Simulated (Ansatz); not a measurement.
[NH₂···H···CH₂], triplet along the distance N1-H4

Starting geometry:

```yaml
atoms:
  - { symbol: N, position_ang: [-1.1194, -0.0184, -0.0286] }
  - { symbol: H, position_ang: [-1.4167, 0.9495, -0.0286] }
  - { symbol: H, position_ang: [-1.4167, -0.4207, 0.8517] }
  - { symbol: H, position_ang: [-0.1070, -0.0184, -0.0286] }
  - { symbol: C, position_ang: [1.2696, -0.0184, -0.0286] }
  - { symbol: H, position_ang: [1.6840, -0.0184, 0.9676] }
  - { symbol: H, position_ang: [1.6840, -0.0184, -1.0247] }
```

From there H4 is moved from one fragment to the other while all else, the fragments' distance too, stays fixed; atoms are numbered as listed. Energies are in eV, counted from the starting geometry at the same level. Kohn–Sham curves are unrestricted where that lies lower.

Basis cc-pVDZ; Ansatz 0.2.0. Correlated methods freeze the noble-gas cores. R marks a restricted (for open shells ROHF) determinant, U an unrestricted one.

Full CI isn't at hand for all of this; UCCSDT(Q) serves as the reference, and is uncertain by about the last step of the cluster series.

| distance N1-H4 (Å) | PBE0 |
| --- | --- |
| 1.012 | 0.000 |
| 1.053 | -0.045 |
| 1.135 | -0.049 |
| 1.217 | -0.005 |
| 1.299 | 0.092 |

Estimate the UCCSDT(Q) curve in cc-pVDZ from this one, knowing how PBE0 errs.

The computed UCCSDT(Q) values, in eV from the starting point, and the error of PBE0 against them:
```csv
distance N1-H4 (Å),UCCSDT(Q),PBE0 less UCCSDT(Q)
1.012,0.000,0.000
1.053,-0.023,-0.022
1.135,0.009,-0.058
1.217,0.064,-0.069
1.299,0.143,-0.052
```

The error spans 0.069 eV and is largest, -0.069 eV, at 1.217 Å.

In so small a basis the reference is far from its limit while semilocal and hybrid functionals are nearer theirs, so the functionals' errors here hold much of the reference's basis and frozen-core error, which can add to them or hide them.
